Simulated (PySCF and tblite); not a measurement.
Results of a calculation; reference values are marked as such.
System: C₅H₁₀S, numbered as in [CH3:1][C@H:2]1[CH2:3][CH2:4][S:5][CH2:6]1.

Geometries: GFN2-xTB; energies: PBE0/pcSseg-1 + D3(BJ), IEF-PCM cyclohexane; zero-point and thermal terms from GFN2-xTB harmonic modes (soft modes blended into free rotors). Rates follow Eyring's equation with the number of equivalent paths and no tunnelling. Programs: tblite and PySCF.

**Question.** What barrier does the inversion of the 5-membered ring (2–3–4–5–6) meet, and how fast is it at 298 K?

**Answer.** The electronic barrier is 2.9 kcal/mol and ΔG‡(298 K) 3.5 kcal/mol, over a C1 saddle (envelope) with an imaginary mode of 40i cm⁻¹ (GFN2-xTB). With 1 equivalent path, k is 1.7×10¹⁰ s⁻¹, a mean lifetime of the start of 59 ps against this motion. The end lies 0.2 kcal/mol above the start in free energy.
